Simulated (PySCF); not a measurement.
Below is a simulated gas-phase C 1s photoelectron spectrum of `CCP1CCC1`.

Every computed line was given a Gaussian of 0.5 eV full width at half maximum and an area set by the number of equivalent atoms; the highest printed point is 100. The calculation used PySCF, delta-SCF UKS SCAN, pcX-2 on the ionised atom, pcseg-1 elsewhere, spin-free X2C.

binding energy (eV), intensity and a bar:
```
    289.4          0 
    289.5          2 
    289.6          5 #
    289.7         13 ####
    289.8         29 #########
    289.9         52 ################
    290.0         76 #######################
    290.1         94 ############################
    290.2        100 ##############################
    290.3         98 #############################
    290.4         93 ############################
    290.5         88 ##########################
    290.6         78 #######################
    290.7         61 ##################
    290.8         40 ############
    290.9         22 ######
    291.0          9 ###
    291.1          3 #
    291.2          1 
    291.3          0
```

Question: Count the maxima, the lines and the sites behind this envelope.

Answer: The curve has 1 maximum (at 290.2 eV). Under it lie 4 lines from 4 inequivalent carbon sites. At this width some lines have no maximum of their own.

Question: Decompose the envelope and assign each component. Numbering: `[CH3:1][CH2:2][P:3]1[CH2:4][CH2:5][CH2:6]1`.

Answer: 
```
position (eV)  relative area  line  atoms                     environment
       290.09              2  C 1s  C4/C6  sp3 carbon bound to phosphorus
       290.27              1  C 1s     C2  sp3 carbon bound to phosphorus
       290.58              1  C 1s     C1                   methyl carbon
       290.59              1  C 1s     C5       four-membered-ring carbon
```

Lowest listed C 1s: C4/C6, bonded to C, 2 H and P. Highest, 0.50 eV above it: C5, bonded to 2 C and 2 H. The widest gap between neighbouring values is 0.31 eV, between 290.27 and 290.58 eV. Summing the Pauling electronegativity differences to the bonded atoms, each weighted by its formal bond order, gives -1.06 for the lowest site and -0.70 for the highest; no listed site has a larger sum than the highest. The values 290.58 and 290.59 eV lie too close for their order to be trusted.

No satellites, vibrations or lifetime broadening are included. One atom of each set of topologically equivalent atoms was ionised and stands for the set; in this conformer not all members are related by symmetry, and their own values weren't computed. One conformer (not necessarily the lowest) at the PBE0-D3(BJ)/def2-SVP geometry, without solvent, vibrations or thermal averaging.

The values belong to the conformer `[CH3:1][CH2:2][P:3]1[CH2:4][CH2:5][CH2:6]1`: C1–C2–P3–C4 161°.
